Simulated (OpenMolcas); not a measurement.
**The standard entropy of H2S (hydrogen sulfide) from a frequency calculation**

A singlet with charge 0, relaxed at HF/cc-pVTZ (OpenMolcas 26.06):

```xyz
3

S     0.4828   -0.2735    0.2377
H     0.1066    1.0000    0.1674
H    -0.5894   -0.7265   -0.4051
```

Harmonic wavenumbers in cm⁻¹: 1314, 2854, 2864.

Masses in u: S 32.06, H 1.008. Take T = 298.15 K, p = 1 bar, R = 8.3145 J/(mol K), kT/hc = 207.22 cm⁻¹, rigid rotor and harmonic oscillator.

Compute the standard molar entropy.


1. Translation (Sackur–Tetrode): S = R[3/2 ln M + 5/2 ln T − 1.1517] with M = 34.076 gives 152.9 J/(mol K).
2. Rotation: principal moments 1.555, 1.912, 3.467 u Å² give A, B, C = 10.84, 8.8183, 4.8626 cm⁻¹; the symmetry number is σ = 2; q = (√π/σ)√((kT/hc)³/ABC) = 123; S = R(ln q + 3/2) = 52.5.
3. Vibration: with u = ν̃/207.22, each mode gives R[u/(eᵘ − 1) − ln(1 − e⁻ᵘ)]; the sum is 0.1, most from 1314 cm⁻¹ (0.1).
4. Spin: R ln 1 = 0.0.
5. Sum: 152.9 + 52.5 + 0.1 + 0.0 = 205.5 J/(mol K).

The tabulated value is 205.8 J/(mol K) (CRC Handbook of Chemistry and Physics): the model is off by -0.3. Unscaled Hartree–Fock wavenumbers run high.
